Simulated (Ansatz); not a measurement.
**bcc W**

Method: LDA in Ansatz (PAW).

Settings: plane-wave cutoff 520 eV, 28×28×28 k mesh, Fermi–Dirac smearing 0.09 eV (set by the program), no spin polarisation, scalar-relativistic PAW data made under PBE.

Cell: measured lattice: a = b = c = 3.165 Å, α = β = γ = 90.00°.

```json
{
  "elastic constant C11": "516 GPa",
  "elastic constant C12": "189 GPa",
  "elastic constant C44": "135 GPa",
  "Voigt–Reuss–Hill bulk modulus": "298 GPa",
  "polycrystal shear modulus (Hill average)": "145 GPa",
  "young_modulus": "375 GPa",
  "poisson_ratio": "0.290"
}
```

Measured, for comparison: elastic constant C11 533 GPa, elastic constant C12 205 GPa, elastic constant C44 163 GPa (0 K, extrapolated to 0 K; zero-point effects included; as tabulated in Wang et al. (2022), arXiv:2209.12322). Computed (rounded) less measured: elastic constant C11 -3 %, elastic constant C12 -8 %, elastic constant C44 -17 %.

Note: shear constants of such metals converge slowly with the k mesh; the cell isn't this level's own, so it is under some stress, which shifts stiffness and frequencies.

Elastic constants are with the ions relaxed.

Spin–orbit coupling is not included.

Static lattice: no zero-point or thermal effects.

It cost about 4 core-minutes (a rough figure) of CPU time.

Ansatz is a program for electronic structure.
